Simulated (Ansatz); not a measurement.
# One elementary step

Start structure (CH3NSi, closed shell), relaxed at PBE0-D4/def2-TZVP:

Si1  (-0.418, 0.206, 0.355)
C2  (0.901, -0.444, -0.765)
N3  (1.723, -0.848, -1.462)
H4  (-0.535, 1.659, 0.108)
H5  (-1.673, -0.500, 0.019)
H6  (0.002, -0.073, 1.745)
(Å)

The step: CH₃NSi ([N][C][SiH3]) → CH₃NSi ([C][N][SiH3]); bonds formed: Si1–N3; bonds broken: Si1–C2. Computed with Ansatz 0.2.0 (basis: def2-TZVPP and def2-QZVPP); correlated methods freeze the cores. Extrapolation: Hartree–Fock as exp(−7.88 √X), correlation as X^−2.97. Energies below are by CCSD(T) at an estimated basis limit (MP2 extrapolated from triple and quadruple zeta, plus CCSD(T) − MP2 in triple zeta).

What are the electronic barrier and the energy of the step, from the start structure to the end structure? (An estimate is asked for; the value comes from the calculation.)

Computed: Barrier 115.0 kJ/mol; step energy 17.4 kJ/mol (uphill); reverse barrier, their difference, 97.6 kJ/mol. Barrier and step energy count from the start structure, the reverse barrier from the end structure.

The saddle point: One imaginary mode of 285i cm⁻¹.
```tsv
pair	start (Å)	saddle (Å)	end (Å)
Si1–N3	3.00	2.10	1.74
Si1–C2	1.85	1.98	2.91
```

Zero-point energy (harmonic, PBE0-D4): ZPE is 86.2 kJ/mol at the start and 82.5 kJ/mol at the saddle, so the barrier goes from 115.0 to 111.2 kJ/mol.

First-order rate constant out of the start structure at 698 K by transition-state theory, with harmonic vibrational free energies alone and no tunnelling: ΔA‡ = 113.5 kJ/mol, so k = (kB T/h) exp(−ΔA‡/kB T) ≈ 10^5 s⁻¹ (an order of magnitude at best: rotation, the number of equivalent paths and anharmonicity are left out).

No T1 diagnostic of these runs exceeds 0.016.

Labels in which every atom is bracketed show which atoms are joined, not bond orders.

For scale, one of the runs: CCSD(T)/def2-TZVPP, 146 basis functions, launched by `ansatz run in.yaml --threads 2 --pin off --events-out ev --progress --plain --max-ram 4352MiB`. Time: 14 s of wall clock on 2 CPU threads of an Arm Neoverse V1; the host was shared. Peak host memory: 0.85 GiB.
